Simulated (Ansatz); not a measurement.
Process, species as SMILES: C(=C)F → F[C-]=C + H+
B3LYP-D3(BJ)/def2-TZVP geometries, fixed; electronic energies without zero-point terms.

Basis-set convergence of the deprotonation energy at wB97M-V with Ansatz (a first-principles code). Cartesian d functions, on some or all atoms, in 6-31+G*; all else is spherical. The proton leaves the site shown, which need not be the most acidic. The functional holds VV10 correlation; no added dispersion term, no relativity. Functions are those of the species that has most. Reference: the value in aug-pcseg-3, 394.86 kcal/mol, itself unsure by roughly 0.16 kcal/mol (its mean distance from aug-cc-pVQZ, def2-QZVPPD). Deviations are taken from unrounded values. Cost is core time over that of cc-pVDZ, rough, on shared machines of one kind.

```csv
basis,functions,cost
cc-pVDZ,57,1×
6-31+G*,63,1×
6-311+G**,84,2×
def2-SVPD,87,2×
"6-311++G(2d,2p)",111,2×
cc-pVTZ,132,2×
def2-TZVPD,141,3×
def2-TZVPPD,165,3×
"6-311++G(3df,3pd)",171,3×
cc-pVQZ,255,4×
def2-QZVPPD,291,5×
```

Task: Which is the smallest set listed that can be trusted to 2 kcal/mol here, that is, within that of the reference together with its larger relatives (same family, alike in diffuse functions; a set with none to test it counts only in the reference's own line)?

Result: The smallest set listed that lies within 2 kcal/mol of the reference with all its larger relatives (same family, alike in diffuse functions; a set with none counts only in the reference's own line) is def2-SVPD (87 functions, 2× in cost, 0.36 kcal/mol off). Value minus reference: cc-pVDZ 12.69, 6-31+G* -3.40, 6-311+G** -2.57, def2-SVPD 0.36, 6-311++G(2d,2p) -1.29, cc-pVTZ 7.26, def2-TZVPD -0.05, def2-TZVPPD 0.33, 6-311++G(3df,3pd) -0.55, cc-pVQZ 3.76, def2-QZVPPD 0.18 kcal/mol.
